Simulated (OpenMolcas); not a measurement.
**One shape, several levels: HCl (hydrogen chloride)**

Wanted: a comparison of 6 runs (HF/6-31G, B3LYP/6-31G, PBE/6-31G, r2SCAN/6-31G, MP2/6-31G, CCSD(T)/6-31G) of HCl (hydrogen chloride). 

Program for the calculation: OpenMolcas 26.06.

## Step 1: The system as given

HCl: 2 atoms, total charge 0, spin state singlet. SMILES: `Cl`. The Cl1–H2 distance was set to 2.558 Å, away from the relaxed value.

## Step 2: The energy at HF/6-31G (run 1)

Input file job.inp:

```
* ClH Hartree-Fock

&gateway
  baslib
  $CurrDir
  basisset
  Cl.6-31G....
  Cl1 1.638015 -0.535505 0.842408 angstrom
  End of Basis
  basisset
  H.6-31G....
  H2 -0.546000 0.178500 -0.280800 angstrom
  End of Basis

&seward

&scf
  thresholds
  1e-10 1e-07 1e-07 1e-05
  prorbitals
  1 1
```

The basis set 6-31G is read from a file made from the Basis Set Exchange's data (not shown).

Command:

```bash
$ export MOLCAS_MEM=1860
$ pymolcas job.inp > job.log
```

What it wrote:

```text
--- Start Module: gateway ---
[...]
--- Stop Module: gateway /rc=_RC_ALL_IS_WELL_ ---
--- Start Module: seward ---
[...]
      Basis functions           15
--- Stop Module: seward /rc=_RC_ALL_IS_WELL_ ---
--- Start Module: scf ---
[...]
       Convergence after  11 Iterations
[...]
::    Total SCF energy                               -459.8575883610
[...]
      Total spin, S                                     0.0000000000
[...]
      Total electronic charge=   18.000000
      Total            charge=   -0.000000
[...]
      Dipole Moment (debye):
      Origin of the operator (angstrom)=    1.5768   -0.5155    0.8109
                   X= -2.6358E+00               Y=  8.6171E-01               Z= -1.3556E+00           Total=  3.0867E+00
      Quadrupole Moment (debye*angstrom):
[...]
--- Stop Module: scf /rc=_RC_ALL_IS_WELL_ ---
[...]
```

Run time: 1.4 s. Hardware: 1 thread of Arm Neoverse V2, shared host; peak memory 0.37 GiB.

## Step 3: A single-point energy at B3LYP/6-31G (run 2)

Input file job.input:

```
* ClH Kohn-Sham DFT
>>> EXPORT MOLCAS_PRINT=2

&GATEWAY
 BasLib = $CurrDir
 BasisSet
 Cl.6-31G....
 Cl1 1.638015 -0.535505 0.842408 angstrom
 End of Basis
 BasisSet
 H.6-31G....
 H2 -0.546000 0.178500 -0.280800 angstrom
 End of Basis

&SEWARD
 GridInput
 Grid=UltraFine
 End of Grid

&SCF
 KSDFT = B3LYP
 Thresholds = 1e-10 1e-07 1e-07 1e-05
 PrOrbitals = 1 1
```

The basis set 6-31G is read from a file made from the Basis Set Exchange's data (not shown).

Command:

```bash
$ export MOLCAS_MEM=1860
$ pymolcas job.input > job.log
```

What it wrote:

```text
--- Start Module: gateway ---
[...]
--- Stop Module: gateway /rc=_RC_ALL_IS_WELL_ ---
--- Start Module: seward ---
[...]
      Basis functions           15
--- Stop Module: seward /rc=_RC_ALL_IS_WELL_ ---
--- Start Module: scf ---
[...]
       Convergence after  12 Iterations
[...]
::    Total KS-DFT energy                            -460.6315359263
[...]
      Total spin, S                                     0.0000000000
[...]
      Total electronic charge=   18.000000
      Total            charge=   -0.000000
[...]
      Dipole Moment (debye):
      Origin of the operator (angstrom)=    1.5768   -0.5155    0.8109
                   X= -1.9559E+00               Y=  6.3941E-01               Z= -1.0059E+00           Total=  2.2904E+00
      Quadrupole Moment (debye*angstrom):
[...]
--- Stop Module: scf /rc=_RC_ALL_IS_WELL_ ---
[...]
```

Run time: 2.5 s. Hardware: 1 thread of Arm Neoverse V2, shared host; peak memory 0.37 GiB.

Run 3 isn't shown in full; the table further down has it.

## Step 4: The energy at r2SCAN/6-31G (run 4)

Input file job.inp:

```
* ClH Kohn-Sham DFT
>>> EXPORT MOLCAS_PRINT=2

&GATEWAY
 BASLIB=$CurrDir
 BASISSET
 Cl.6-31G....
 Cl1 1.638015 -0.535505 0.842408 angstrom
 End of Basis
 BASISSET
 H.6-31G....
 H2 -0.546000 0.178500 -0.280800 angstrom
 End of Basis

&SEWARD
 GRIDINPUT
 Grid=UltraFine
 End of Grid

&SCF
 KSDFT=2
 1.0 MGGA_X_R2SCAN
 1.0 MGGA_C_R2SCAN
 THRESHOLDS=1e-10 1e-07 1e-07 1e-05
 PRORBITALS=1 1
```

The basis set 6-31G is read from a file made from the Basis Set Exchange's data (not shown).

Command:

```bash
$ export MOLCAS_MEM=1860
$ pymolcas job.inp > job.log
```

What it wrote:

```text
--- Start Module: gateway ---
[...]
--- Stop Module: gateway /rc=_RC_ALL_IS_WELL_ ---
--- Start Module: seward ---
[...]
      Basis functions           15
--- Stop Module: seward /rc=_RC_ALL_IS_WELL_ ---
--- Start Module: scf ---
[...]
       Convergence after  12 Iterations
[...]
::    Total KS-DFT energy                            -460.5822067884
[...]
      Total spin, S                                     0.0000000000
[...]
      Total electronic charge=   18.000000
      Total            charge=   -0.000000
[...]
      Dipole Moment (debye):
      Origin of the operator (angstrom)=    1.5768   -0.5155    0.8109
                   X= -2.0610E+00               Y=  6.7380E-01               Z= -1.0600E+00           Total=  2.4136E+00
      Quadrupole Moment (debye*angstrom):
[...]
--- Stop Module: scf /rc=_RC_ALL_IS_WELL_ ---
[...]
```

Wall time 2.6 s (1 thread of Arm Neoverse V2, shared host); peak memory 0.37 GiB.

Run 5 isn't shown in full; the table further down has it.

## Step 5: The energy at CCSD(T)/6-31G (run 6)

Input file job.input:

```
&GATEWAY
  BASLIB = $CurrDir
  BASISSET
  Cl.6-31G....
  Cl1 1.638015 -0.535505 0.842408 angstrom
  End of Basis
  BASISSET
  H.6-31G....
  H2 -0.546000 0.178500 -0.280800 angstrom
  End of Basis

&SEWARD

&SCF
  THRESHOLDS = 1e-10 1e-07 1e-07 1e-05
  PRORBITALS = 1 1

&RASSCF
  FILEORB = $Project.ScfOrb
  SPIN = 1
  NACTEL = 0 0 0
  INACTIVE = 9
  RAS2 = 0
  OUTORBITALS = Canonical
  ORBLISTING = Nothing

&MOTRA
  JOBIPH
  FROZEN = 5

&CCSDT
  CCT
  TRIPLES = 2
  ITERATIONS = 80
  ACCURACY = 1e-08
  EXTRAPOLATION = 5 4
```

The basis set 6-31G is read from a file made from the Basis Set Exchange's data (not shown).

Command:

```bash
$ export MOLCAS_MEM=1860
$ pymolcas job.input > job.log
```

What it wrote:

```text
--- Start Module: gateway ---
[...]
--- Stop Module: gateway /rc=_RC_ALL_IS_WELL_ ---
[...]
      Basis functions           15
[...]
       Convergence after  11 Iterations
[...]
::    Total SCF energy                               -459.8575883610
[...]
      Total spin, S                                     0.0000000000
[...]
      Number of active orbitals                  0
[...]
      Spin quantum number                      0.0
[...]
      Active orbitals                            0
[...]
      Number of CSFs                             1
[...]
      Number of root(s) required                 1
[...]
      Convergence after  4 iterations
[...]
      Natural orbitals and occupation numbers for root  1
      ************************************************************************************************************************
      *                                                    Final results                                                     *
      ************************************************************************************************************************
[...]
::    RASSCF root number  1 Total energy:   -459.85758836
[...]
      Total electronic charge=   18.000000
      Total            charge=   -0.000000
[...]
      Dipole Moment (debye):
      Origin of the operator (angstrom)=    1.5768   -0.5155    0.8109
                   X= -2.6358E+00               Y=  8.6171E-01               Z= -1.3556E+00           Total=  3.0867E+00
      Quadrupole Moment (debye*angstrom):
[...]
--- Start Module: motra ---
[...]
--- Stop Module: motra /rc=_RC_ALL_IS_WELL_ ---
--- Start Module: ccsdt ---
[...]
      Convergence after                    15  Iterations
      Total energy (diff) :    -459.98429940       0.00000001
[...]
 METHOD                       : CCSD+T(CCSD)+<T3(1)WT1> = CCSD(T)
[...]
       CCSD     =      -459.9842994001482
[...]
```

It took 1.8 s on 1 thread of Arm Neoverse V2, shared host; peak memory 0.37 GiB.

## Step 6: Overview of the runs

```tsv
run	level	integration grid	frozen core orbitals	energy (Eh)	dipole moment (D) of the reference	HOMO energy (eV)	LUMO energy (eV)	wall time
1	HF/6-31G	–	–	-459.857588	3.09	-11.51	-3.15	1.4 s
2	B3LYP/6-31G	UltraFine	–	-460.631536	2.29	-8.58	-6.36	2.5 s
3	PBE/6-31G	UltraFine	–	-460.431254	2.24	-7.34	-6.89	2.3 s
4	r2SCAN/6-31G	UltraFine	–	-460.582207	2.41	-7.73	-7.00	2.6 s
5	MP2/6-31G	–	5	-459.944304	3.09	-11.51	-3.15	1.4 s
6	CCSD(T)/6-31G	–	5	-459.987286	3.09	-11.51	-3.15	1.8 s
```

## Step 7: What came out

```
                                          quantity          value
                               run 6: total energy  -459.98729 Eh
         run 6: dipole moment (mean-field density)         3.09 D
        run 6: HOMO energy (Hartree–Fock orbitals)      -11.51 eV
        run 6: LUMO energy (Hartree–Fock orbitals)       -3.15 eV
      run 6: HOMO–LUMO gap (Hartree–Fock orbitals)        8.36 eV
run 6: correlation energy (5 core orbitals frozen)     -129.7 mEh
                             run 6: (T) correction      -2.99 mEh
```

Below the HF energy at the same shape and in the same basis (6-31G): MP2 -86.7 mEh; CCSD(T) -129.7 mEh. Over runs 1, 2, 3, 4 the dipole moment (its size) runs from 2.24 D (PBE/6-31G) to 3.09 D (HF/6-31G). Over runs 1, 2, 3, 4 the HOMO–LUMO gap runs from 0.45 eV (PBE/6-31G) to 8.36 eV (HF/6-31G). Exact exchange widens orbital gaps. Totals of different functionals can't be ranked against each other. In runs 1, 2, 3, 4, 5, 6 a closed-shell determinant meets a far-stretched bond, which it describes badly. All runs together took 12 s, the longest 2.6 s.
